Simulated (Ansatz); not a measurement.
Reaction (SMILES): N (NH3) → [NH2-] + H+
B3LYP-D3(BJ)/def2-TZVP geometries, fixed; electronic energies without zero-point terms.

Effect of a fitting basis named in the input at MP2/aug-cc-pVTZ with Ansatz (a quantum-chemistry and plane-wave program), against the last row, where the deprotonation energy is 408.62 kcal/mol. Cores are frozen. The default fits or decomposes integrals by the program's own choice; accuracy: high also tightens integrals, grids and stops.

| setting | largest shift of a total energy (mEh) | shift of the deprotonation energy (kcal/mol) |
|---|---|---|
| fitting: def2-universal-jkfit and def2-SVP-RIFIT | -0.761 | -0.080 |
| fitting: def2-universal-jkfit and cc-pVDZ-RIFIT | 0.333 | 0.347 |
| fitting: def2-universal-jkfit and cc-pVTZ-RIFIT | 0.685 | 0.358 |
| fitting: def2-universal-jkfit and aug-cc-pVTZ-RIFIT | 0.085 | 0.025 |
| fitting: def2-universal-jkfit and cc-pVQZ-RIFIT | 0.334 | 0.180 |
| fitting: def2-universal-jkfit and aug-cc-pVQZ-RIFIT | 0.069 | 0.026 |
| accuracy: high | -0.001 | 0.000 |
| accuracy: medium (default) | 0.000 | 0.000 |

Within 0.1 kcal/mol in the deprotonation energy: fitting: def2-universal-jkfit and def2-SVP-RIFIT; fitting: def2-universal-jkfit and aug-cc-pVTZ-RIFIT; fitting: def2-universal-jkfit and aug-cc-pVQZ-RIFIT; accuracy: high. The largest shift is 0.761 mEh in a total energy and 0.358 kcal/mol in the difference.
